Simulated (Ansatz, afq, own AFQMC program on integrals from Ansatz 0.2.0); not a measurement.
# SiNH2, doublet in cc-pVDZ, levels against CCSDT(Q)

```xyz
4

Si    0.0000    0.0000    0.5732
N     0.0000    0.0000   -0.9412
H     0.0000    0.7415   -1.4466
H     0.0000   -0.7415   -1.4466
```

Connectivity, by distances: Si–NH2.

Basis cc-pVDZ. Noble-gas cores (and the filled d shells of Ga–Kr and In–Xe) are frozen. Integrals, coupled cluster, full CI and functionals: Ansatz 0.2.0; the random walks run on the same integrals in our own AFQMC program. The CISD trial takes its coefficients from CCSD amplitudes. Released means that phaseless walkers are propagated on without the constraint, phases kept. Free AFQMC starts from the CCSD state and is never constrained. Its projection time is finite, and what remains of the start isn't in its error. ± is one standard error of the sampling.

Determinant: UHF, the one that the program's search chose, which needn't be the lowest solution. The geometry is a point of a scan.

No full CI on the walks' own integrals is used here; CCSDT(Q) serves as the reference and is uncertain by about the last step of the cluster series.

The T1 diagnostic is 0.0154 and the weight of the determinant in the CISD state is 0.892. The ⟨S²⟩ of the determinant is 0.771. The size of the correlated space is 11 electrons in 36 orbitals.

Reference: CCSDT(Q), correlation energy -7.116 eV. The released energy is read at 2.40 1/Eh (meV from the phaseless value at times in 1/Eh: -7 ± 17 at 0.24, -26 ± 14 at 0.51, -17 ± 12 at 0.99, -36 ± 19 at 1.62, -36 ± 18 at 2.40).

```json
{"level": "HF", "E − E(reference) (kJ/mol)": "686.6", "share of correlation (%)": "0.00"}
{"level": "MP2", "E − E(reference) (kJ/mol)": "86.6", "share of correlation (%)": "87.39"}
{"level": "CCSD", "E − E(reference) (kJ/mol)": "19.5", "share of correlation (%)": "97.16"}
{"level": "CCSD(T)", "E − E(reference) (kJ/mol)": "2.9", "share of correlation (%)": "99.57"}
{"level": "CCSDT", "E − E(reference) (kJ/mol)": "1.4", "share of correlation (%)": "99.80"}
{"level": "ph-AFQMC/HF", "E − E(reference) (kJ/mol)": "0.2 ± 5.2", "share of correlation (%)": "99.97"}
{"level": "ph-AFQMC/CISD", "E − E(reference) (kJ/mol)": "1.5 ± 1.0", "share of correlation (%)": "99.79"}
{"level": "released AFQMC", "E − E(reference) (kJ/mol)": "-2.1 ± 1.7", "share of correlation (%)": "100.30"}
{"level": "free AFQMC", "E − E(reference) (kJ/mol)": "-1.3 ± 1.3", "share of correlation (%)": "100.18"}
```

Free projections are given only where their last times agree within the noise and don't stop above the reference; a slow remainder of the start can still hide under it. A walk keeps the symmetry of its determinant, which the program's search chose and which needn't be the lowest solution, so a lower state of the same spin and another symmetry isn't excluded. Released energies are given only where the last usable release times agree within the noise; a slower fall can still hide under it.
